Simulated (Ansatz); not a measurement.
**Platinum, fcc under revPBE: ground state and equation of state**

What does revPBE give for platinum in the fcc structure? We relax it, solve it on a dense k-mesh, switch on spin-orbit coupling, then scale the cell to 7 volumes from 88 to 112 % of the relaxed one and try a fit of the equation of state. The start is ferromagnetic. The k-meshes are 14×14×14 for the relaxation; 22×22×22 for the dense run; 14×14×14 for spin-orbit coupling; 22×22×22 for the volumes. The starting cell is the deposited one, from the Crystallography Open Database.

Method: DFT revPBE, plane waves (420 eV) with PAW, scalar-relativistic; PAW files made under PBE, frozen cores solved again for the functional, in Ansatz 0.2.0.

### 1 Starting point

The structure is cubic, space group Fm-3m (No. 225). The conventional cell has a = 3.923 Å, b = 3.923 Å, c = 3.923 Å, α = 90.00°, β = 90.00°, γ = 90.00°. Pt (site symmetry m-3m) is surrounded by 12 Pt at 2.77 Å.

Structure file:

```cif
data_structure
_symmetry_space_group_name_H-M 'P 1'
_symmetry_Int_Tables_number 1
_cell_length_a 2.7741
_cell_length_b 2.7741
_cell_length_c 2.7741
_cell_angle_alpha 60.000
_cell_angle_beta 60.000
_cell_angle_gamma 60.000
_cell_volume 15.09
loop_
_atom_site_label
_atom_site_type_symbol
_atom_site_fract_x
_atom_site_fract_y
_atom_site_fract_z
_atom_site_occupancy
Pt1 Pt 0.00000 0.00000 0.00000 1
```

Starting moments (μB): +1.

### 2 Geometry optimisation

Contents of input.yaml:

```yaml
crystal:
  lattice:
    - [0.0, 1.96155, 1.96155]
    - [1.96155, 0.0, 1.96155]
    - [1.96155, 1.96155, 0.0]
  atoms:
    - { symbol: Pt, position: [0.0, 0.0, 0.0], spin: 1.0 }
hamiltonian:
  xc: revpbe
  pseudopotentials:
    kind: paw
    azcp:
      Pt: "pseudopotentials/Pt.paw.azcp"
basis:
  ecutwfc: 420
  fft_grid_basis: typed
kpoints:
  mp_grid: { grid: [14, 14, 14], shift: [0, 0, 0] }
magnetization:
  spin_polarized: true
scf:
  occupations: { method: fermi_dirac, width: 0.05 }
relax:
  max_steps: 60
  f_tol: 0.01
  cell: {}
```

The runs that follow: The energy on a finer k-mesh; Spin-orbit coupling switched on; Equation of state: 88 %; Equation of state: 92 %; Equation of state: 96 %; Equation of state: 100 %; Equation of state: 104 %; Equation of state: 108 %; Equation of state: 112 %.

Before running it: what results should come out? Wanted: space group; conventional cell; volume; shortest distance; gap on the mesh; magnetic state; V₀, B₀, B₀′.

As calculated:

```
                      quantity                         value
space group (spins left aside)               Fm-3m (No. 225)
             conventional cell                   a = 3.986 Å
                        volume                15.828 Å³/atom
             shortest distance                       2.818 Å
   against the measured volume       +4.9 % (15.095 Å³/atom)
               gap on the mesh  none (levels filled in part)
                magnetic state                  non-magnetic
                   V₀, B₀, B₀′  15.828 Å³/atom, 235 GPa, 5.5
```

The relaxed volume lies 4.9 % above the deposited cell. Cells that are too large are usual for this functional. Zero-point motion and any thermal expansion in the deposited cell, which the calculation lacks, would widen the miss. The moments die out: the run ends non-magnetic. No gap shows: it is a metal or semimetal at this level. The total energy of the spin-orbit run lies -34.6 eV/atom from the scalar one, but the two kinds of run don't share a zero of energy: only differences within one kind count. The fitted modulus is 235 GPa.
